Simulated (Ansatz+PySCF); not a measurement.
The numbers below are computed, except where a source is named.
**Several solutions for singlet F2**

```yaml
atoms:
  - { symbol: F, position_ang: [0.0000, 0.0000, -0.7433] }
  - { symbol: F, position_ang: [0.0000, 0.0000, 0.7433] }
```

Basis set: def2-SVP (spherical functions). Charge 0, multiplicity 1.

UHF was run from several starts with Ansatz (development build ahead of 0.2.0) and PySCF 2.14.0.

```csv
run,program,start,converged,energy (hartree),<S²>
A,PySCF,program defaults,yes,-198.49512,0.00
B,Ansatz,search for the lowest state,yes,-198.52470,0.56
C,PySCF,"guess minao, instabilities followed",yes,-198.52470,0.56
D,Ansatz,"atomic start, no search",yes,-198.49512,0.00
E,Ansatz,stability test followed,yes,-198.52470,0.56
F,PySCF,"guess atom, instabilities followed",yes,-198.52470,0.56
G,PySCF,"guess huckel, instabilities followed",yes,-198.52470,0.56
H,PySCF,"guess 1e, instabilities followed",yes,-198.52470,0.56
```

**Question.** Which runs reached the lowest solution of this kind, and what is wrong with the others?

**Answer.** B, C, E, F, G, H reached the lowest solution found. Converged but too high: A by 0.80 eV, D by 0.80 eV. Convergence only shows a stationary point, and even a stable one can lie too high; stability tests and further starts are what find lower ones. Caution: the unrestricted determinant is spin contaminated. Caution: the determinant breaks the point group.
